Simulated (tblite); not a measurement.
Species: C₄H₂N₂ (charge -1 and doublet state).
InChI=1S/C4H2N2/c5-3-1-2-4-6/h1-2H/q-1/b2-1+

Level: GFN2-xTB in tblite, geometry and Hessian alike; calculated harmonic values, unscaled, isolated species. Against measured fundamentals such values can be off by several per cent, at times by over 20. Open shells enter through the occupations alone, without spin polarisation, and single modes of such species can be off by tens of per cent.

Harmonic wavenumbers (cm⁻¹): 107.2, 127.7, 240.5, 396.7, 436.9, 526.9, 536.7, 555.8, 707.8, 1038.1, 1117.5, 1215.6, 1235.0, 1497.2, 2233.1, 2270.9, 2996.6, 3001.8.

A = 45856, B = 1496, C = 1449 MHz; mass 78.022 u (most abundant isotopes); point group C2h, symmetry number 2; spin multiplicity 2.

Problem. Zero-point energy?

Solution. ½Σν̃ = 10121 cm⁻¹ = 28.94 kcal/mol.

Problem. Give the ideal-gas entropy at 500 K and 1 bar in the rigid-rotor, harmonic-oscillator model (classical rotation).

Solution. Translation 41.57, rotation 25.75, vibration 20.86, spin (R ln 2) 1.38: S = 89.6 cal/(mol K).

Problem. And Cp and H(500 K) − H(0)?

Solution. Cp = 27.89 cal/(mol K), of which vibrations give 19.94 (their classical limit is 18 R = 35.8); H(500 K) − H(0) = 9.49 kcal/mol without the zero-point energy, 5.52 from vibrations.

Problem. Which modes carry the vibrational entropy at 500 K?

Solution. 107.2 cm⁻¹: 4.33; 127.7 cm⁻¹: 3.99; 240.5 cm⁻¹: 2.76; 396.7 cm⁻¹: 1.83; 436.9 cm⁻¹: 1.66; 526.9 cm⁻¹: 1.34 cal/(mol K); the other 12 give 4.95 together.

Problem. Blend soft modes into free rotors: weight 1/[1 + (100 cm⁻¹/ν̃)⁴] for the oscillator and the rest for a rotor with moment μB/(μ + B), μ = h/(8π²ν), B = 10⁻⁴⁴ kg m². What vibrational entropy results?

Solution. 20.17 cal/(mol K) in place of 20.86, which changes −T·S at 500 K by +0.34 kcal/mol.

Hindered rotation and anharmonicity are outside this model.

On an Arm Neoverse V1 with one thread, no GPU, shared host with 32 logical CPUs at a one-minute load of 9.6, this took 0.12 s of wall time. The figure is for the frequency step alone.
